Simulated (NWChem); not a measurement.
# dichloromethane (CH2Cl2); SMILES ClCCl

Results from NWChem. Pople sets run with spherical d functions. All runs use the structure optimised with B3LYP/6-31G* (spherical d). Level: B3LYP/6-31G* with SMD, gas-phase geometry; reactions with the solvents are ignored.

| SMD term (kcal/mol) | water | n-hexane |
|---|---|---|
| distortion of the solute's density | 0.76 | 0.14 |
| polarisation | -4.79 | -1.88 |
| cavity, dispersion and structure | 1.78 | -2.04 |

Sum the solvation free energies, find the transfer free energy from water to n-hexane and the partition coefficient at 298.15 K.


1. ΔG(solv, water) = -2.25 kcal/mol and ΔG(solv, n-hexane) = -3.78 kcal/mol (1 M gas to 1 M solution).
2. Transfer: -3.78 − (-2.25) = -1.53 kcal/mol.
3. log₁₀ K(n-hexane/water) = −ΔG/(RT ln 10) = 1.53/1.364 = 1.1, so the model puts more of the solute in n-hexane.
4. Of the transfer energy, 2.29 kcal/mol is electrostatic and -3.82 comes from the non-electrostatic term. The two phases are taken as the pure solvents.
